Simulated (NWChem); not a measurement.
**Electron attachment to OS**

```xyz
2

O      0.0000     0.0000     1.0012
S      0.0000     0.0000    -0.5006
```
Charge 0, spin multiplicity 3.

Everything below was run with NWChem. All single points use one geometry, from UPBE0/def2-SVP, a minimum by its harmonic frequencies.

Basis set: def2-TZVPD. −ε marks an orbital energy of the parent. The basis adds only a small set of diffuse functions.

B3LYP has NWChem's definition, with VWN1-RPA local correlation. The structure started from a generated list of species. The unpaired electrons of the parent sit in orbitals of symmetry b1 and b2 (C2v labels of the run); other states weren't searched. No SCF solution was tested for a lower state. Open-shell Hartree-Fock references start from PBE0 orbitals.

Problem. One of these methods gave a vertical electron affinity of 4.46 eV. Which?
A. −ε(beta LUMO) of BLYP
B. −ε(beta LUMO) of LDA (SVWN5)
C. −ε(beta LUMO) of B3LYP
D. −ε(beta LUMO) of HF

Solution. A, −ε(beta LUMO) of BLYP. The others give 4.82 (−ε(beta LUMO) of LDA (SVWN5)), 3.74 (−ε(beta LUMO) of B3LYP), -0.72 (−ε(beta LUMO) of HF).
